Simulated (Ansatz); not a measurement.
A nudged elastic band was laid between two geometries of CH5AlO + H2 (10 atoms, charge 0, multiplicity 1).

Method: Ansatz 0.2.0, RKS PBE-D4/6-31G*.

| Item | Value |
| --- | --- |
| movable images | 7 |
| climbing image | yes |
| spring | 5.0 eV/Å² |
| optimiser | quadratic models (default) |
| start path | through a guess of the saddle point |
| force threshold | 0.05 eV/Å |
| iteration limit | 60 |
| end points | relaxed |

Image 0:

```xyz
10
Properties=species:S:1:pos:R:3
Al -0.037 0.003 0.235
C -0.145 0.301 2.180
H -1.090 -0.044 2.633
H 0.685 -0.213 2.697
H -0.047 1.377 2.415
H 1.329 -0.208 -0.568
O -1.432 0.042 -0.796
H -2.304 0.185 -0.384
H 0.243 -2.820 0.533
H 0.127 -2.615 1.248
```

Image 8:

```xyz
10
Properties=species:S:1:pos:R:3
Al -0.065 -0.711 -0.442
C 0.023 -0.192 2.557
H -1.057 0.020 2.523
H 0.372 -0.174 3.602
H 0.573 0.579 1.992
H 1.286 0.120 -0.606
O -1.526 0.186 -0.704
H -2.359 -0.319 -0.668
H -0.139 -2.299 -0.214
H 0.223 -1.201 2.154
```

Task: What changes between the two ends?

Result: Bonds broken: Al1–C2, H9–H10. Bonds formed: Al1–H9, C2–H10. CH5AlO + H2 becomes AlH3O + CH4.

Task: Give the energies along the band, and the barrier.

Result: The forces met the threshold. The highest image is number 4 of 0 to 8, 27.7 kcal/mol above the first end and 35.1 kcal/mol above the last; the last end lies 7.4 kcal/mol below the first. Beside the main top the profile has a ripple of under 15 meV (maxima at images 1, 4), which may be a very shallow well or noise. A structure lower than the last end lies on the path between it and the top, so the climb from that side starts below the end, which may itself be a saddle point or a shallow side well. Neighbouring images differ by up to 1.4 eV, so the band resolves the path poorly. A vibrational analysis at the climbing image gives one clearly imaginary mode, 1282i cm⁻¹: a first-order saddle point. The orbitals stay closed-shell, which can raise the energy where a bond breaks towards radicals; this wasn't checked here.

```
image  path coordinate (Å)  energy (kcal/mol)  Al1–C2 (Å)  H9–H10 (Å)  Al1–H9 (Å)
    0                 0.00                0.0        1.97        0.75        2.85
    1                 1.53                0.2        1.97        0.75        2.92
    2                 3.05                0.1        1.96        0.75        3.01
    3                 4.58                0.1        1.96        0.75        2.72
    4                 6.11               27.7        2.12        1.08        1.77
    5                 7.20               -4.2        2.65        2.05        1.61
    6                 8.31               -7.7        3.08        2.85        1.61
    7                 9.41               -7.4        3.05        2.59        1.61
    8                10.51               -7.4        3.04        2.64        1.61
```

Task: What is the geometry of the highest image?

Result: 
```xyz
10
Properties=species:S:1:pos:R:3
Al -0.085 -0.490 0.165
C -0.028 -0.096 2.248
H -0.623 -0.537 3.067
H 1.012 0.031 2.590
H -0.481 0.904 2.081
H 1.347 -0.346 -0.510
O -1.586 0.154 -0.418
H -1.835 -0.028 -1.341
H -0.220 -2.157 0.757
H -0.170 -1.426 1.556
```

Time of the run: 4.7 min on 1 thread of Arm Neoverse V1, with other jobs on the host, peak memory 0.12 GiB.
